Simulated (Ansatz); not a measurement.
`CCCC#N` + `CC1CO1` → `N#CCC1CO1` + `CCC` at 298.15 K and 1 bar (formal exchange of groups at a C–C bond).

Calculated with Ansatz (gas phase, PBE0-D4/def2-TZVP geometries, no zero-point term in ΔE). CCSD(T)/CBS is the MP2 limit (def2-TZVPP, def2-QZVPP) plus CCSD(T) − MP2 in def2-TZVPP, frozen cores. One conformer a species, not always the lowest.

| species | CCSD(T)/CBS energy (Eh) | H − E (kJ/mol) | S (J/(mol·K)) |
| --- | --- | --- | --- |
| `CCCC#N` | -211.11677 | 288.6 | 316.0 |
| `CC1CO1` | -192.89474 | 239.2 | 279.1 |
| `N#CCC1CO1` | -285.02706 | 241.6 | 321.5 |
| `CCC` | -118.98051 | 285.9 | 268.4 |

H − E and S are ideal-gas, rigid-rotor, harmonic terms from PBE0-D4/def2-TZVP, for one conformer and one mirror image of each species. 1 Eh = 2625.50 kJ/mol, R = 8.31446 J/(mol·K).

**Question.** By hand: ΔE, ΔH, ΔS and ΔG.

**Answer.** ΔE = (-285.02706) + (-118.98051) − (-211.11677) − (-192.89474) = 0.00394 Eh = 10.3 kJ/mol. Δ(H − E) = 241.6 + 285.9 − 288.6 − 239.2 = -0.3, so ΔH = 10.0 kJ/mol. ΔS = 321.5 + 268.4 − 316.0 − 279.1 = -5.2 J/(mol·K). ΔG = 10.0 − 298.15 × (-5.2)/1000 = 11.6 kJ/mol.

**Question.** By hand: the equilibrium constant, and the temperature at which ΔG would vanish if ΔH and ΔS stayed fixed.

**Answer.** log₁₀ K = −ΔG/(RT ln 10) = -2.0. ΔH and −TΔS have one sign here, so there is no such temperature. One of them is within its doubt of zero, so this could turn.

The number of gas molecules stays the same, so ΔS is small and ΔH decides. A doubt of 5 kJ/mol in ΔE shifts log₁₀ K by 0.9 here. Other conformers and mirror images would add mixing entropy, several J/(mol·K) or more a flexible species. These are equilibria of isolated gas molecules and say nothing of rates. Largest T1 diagnostic: 0.012 (customary marks: 0.02 for closed shells, 0.045 for open ones).
